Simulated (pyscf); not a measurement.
H₂N–SiH(NH₂)–NH₂ + H atom (H•) → •HN–SiH(NH₂)–NH₂ + hydrogen (H₂) (hydrogen abstraction; doublet surface; H–N broken, H–H formed). Structures and frequencies: ωB97X-D3(BJ)/def2-SVP in PySCF. Energies in eV from the separated reactants.

```csv
level,barrier,reaction energy
ωB97X-D3(BJ)/def2-TZVP,0.75,+0.40
PBE/def2-TZVP,0.48,+0.43
r²SCAN/def2-TZVP,0.45,+0.26
M06-2X/def2-TZVP,0.85,+0.45
ωB97M-D3(BJ)/def2-TZVP,0.75,+0.42
HF/def2-TZVP,1.18,+0.18
```

The functionals in the table span 0.40 eV in this barrier, from r²SCAN to M06-2X. The same reactants have a lower exit, to H₂N–Si•(NH₂)–NH₂ + H₂ (barrier +0.21 eV at ωB97M-D3(BJ)/def2-TZVP, against +0.75 eV here). •HN–SiH(NH₂)–NH₂ lies 0.71 eV over its isomer H₂N–Si•(NH₂)–NH₂ (electronic energy, ωB97M-D3(BJ)/def2-TZVP). One saddle was located; it need not be the lowest between these sides. The angle at the transferred H is 156°.
